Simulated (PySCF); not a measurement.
**NMR problem set**

All values are calculated (PySCF 2.14): B3LYP/pcJ-1 coupling constants (spin–dipole term left out of most H,H and C,H couplings), PBE0-D3(BJ)/def2-SVP structure, PBE0/pcSseg-1 with gauge-including orbitals. Relativity neglected, isolated molecule, fast rotation and ring inversion assumed for equivalent nuclei, one computed conformer.

δ = σ(ref) − σ, references computed at the same level: ¹H and ¹³C vs TMS. Multiplet labels drop J under 1 Hz and among equivalent protons, and merge close values. Unscaled 3J(H,H) run several per cent high. Shifts are as computed. Against solution values, carbons near 30 ppm lie about +2 ppm off and those near 130 ppm about +5 ppm. Of 1211 compounds with measured shifts, 218 miss one by over three times the rms of a fit or turn the order of signals round; such compounds aren't used in these exercises.

Question: C₆H₈. ¹H NMR (500 MHz, computed): δ 6.15 (dq, J = 6.6, 2.9 Hz, 1H), 5.48 (dtd, J = 6.6, 3.0, 1.0 Hz, 1H), 2.60 (m, 1H), 2.35 (ddt, J = 20.6, 3.8, 3.0 Hz, 1H), 1.74 (m, 1H), 1.42 (m, 1H), 0.77 (ddd, J = 9.1, 8.3, 4.4 Hz, 1H), -0.29 (tdd, J = 4.5, 3.3, 1.0 Hz, 1H). ¹³C{¹H} NMR (computed): δ 145.1 (CH), 136.3 (CH), 39.2 (CH2), 26.3 (CH), 18.8 (CH2), 16.9 (CH). Identify the compound.

Answer: `C1=C[C@@H]2C[C@@H]2C1`. The formula gives 3 degrees of unsaturation (2 rings in the answer). 6 carbon signals for 6 carbons: no two carbons are equivalent. Carbon types of the structure: 4 × CH, 2 × CH2, which accounts for all hydrogens. δC 145.1, 136.3: alkene CH; as expected for a trigonal carbon in a double bond. δC 39.2: allylic sp3 CH2; a saturated carbon with 2 carbon neighbours and no heteroatom attached. δC 26.3, 18.8, 16.9: three-membered-ring carbon; carbons of three-membered rings are unusually shielded. δH 6.15, 5.48: hydrogen on an alkene CH; a vinylic proton, deshielded by the sp2 carbon and the C=C anisotropy. The protons at -0.29 and 0.77 share a coupling of 4.4 Hz (geminal).

The data come from this structure; uniqueness wasn't tested.

Question: C₆H₁₀. ¹H NMR (300 MHz, computed): δ 6.83 (m, 1H), 6.06 (tq, J = 12.4, 1.5 Hz, 1H), 5.62 (dtq, J = 12.5, 9.6, 1.5 Hz, 1H), 5.41 (ddd, J = 18.0, 2.1, 1.2 Hz, 1H), 5.36 (dq, J = 11.5, 1.7 Hz, 1H), 2.17 (dqd, J = 9.6, 8.4, 1.7 Hz, 2H), 1.00 (t, J = 8.4 Hz, 3H). ¹³C{¹H} NMR (computed): δ 143.1, 139.3, 136.7, 124.5, 24.8, 16.3. Give a structure.

Answer: SMILES C=C/C=C\CC. Rings plus π bonds: 2 (no ring in the answer). 6 carbon signals for 6 carbons: no two carbons are equivalent. Carbon types of the structure: 3 × CH, 2 × CH2, 1 × CH3, which accounts for all hydrogens. δC 143.1, 139.3, 136.7: alkene CH; an sp2 carbon of a C=C bond. δC 124.5: terminal =CH2 carbon; as expected for a trigonal carbon in a double bond. δC 24.8: allylic sp3 CH2; saturated and bonded to C and H only. δH 6.83, 6.06, 5.62: hydrogen on an alkene CH; a vinylic proton, deshielded by the sp2 carbon and the C=C anisotropy. The protons at 6.06 and 5.62 share a coupling of 12.5 Hz (vicinal, cis across C=C). The protons at 5.62 and 2.17 share a coupling of 9.6 Hz (vicinal). The protons at 2.17 and 1.00 share a coupling of 8.4 Hz (vicinal).

The shifts were computed for this structure.
